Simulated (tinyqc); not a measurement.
Hueckel theory of the pi electrons, for the molecule [CH2]C([CH2])=CC=C (SMILES; centres numbered as the heavy atoms are written), step by step. One step of it, computed by the program tinyqc.

Question. Energy, charges, bond orders. E = sum n x; q_r = z_r - P_rr; bond order p = P_rs; free valence = sqrt(3) - sum of p over the bonds of the atom.

x values: 1.902113  1.175571  0.000000  0.000000  -1.175571  -1.902113

occupations: 2.000000  2.000000  1.000000  1.000000  0.000000  0.000000

charge and bond-order matrix P, lower triangle:
```
           1C         2C         3C        4C        5C        6C
1C   1.000000
2C   0.615537   1.000000
3C   0.000000   0.615537   1.000000
4C   0.000000   0.470228   0.000000  1.000000
5C  -0.145309   0.000000  -0.145309  0.615537  1.000000
6C   0.000000  -0.145309   0.000000  0.000000  0.760845  1.000000
```

Centres:
```
centre  z_r, pi electrons of the neutral centre         h
1C                                            1  0.000000
2C                                            1  0.000000
3C                                            1  0.000000
4C                                            1  0.000000
5C                                            1  0.000000
6C                                            1  0.000000
```

Bonds:
```
i  j  k
1  2  1
2  3  1
2  4  1
4  5  1
5  6  1
```

Give: pi energy = 6 alpha + this times beta; pi charges; Bond orders and lengths from R = 1.517 - 0.180 p; free valence of the carbons; gap between the highest filled and the next level.

Answer.

pi energy = 6 alpha + this times beta = 6.1554

pi charges: 1C 0.0000, 2C 0.0000, 3C 0.0000, 4C 0.0000, 5C 0.0000, 6C 0.0000

Bond orders and lengths from R = 1.517 - 0.180 p (angstrom, C-C alone):
```
bond       p       R
1-2   0.6155  1.4062
2-3   0.6155  1.4062
2-4   0.4702  1.4324
4-5   0.6155  1.4062
5-6   0.7608  1.3800
```

free valence of the carbons: 1C 1.1165, 2C 0.0307, 3C 1.1165, 4C 0.6463, 5C 0.3557, 6C 0.9712

gap between the highest filled and the next level = 1.1756 |beta|
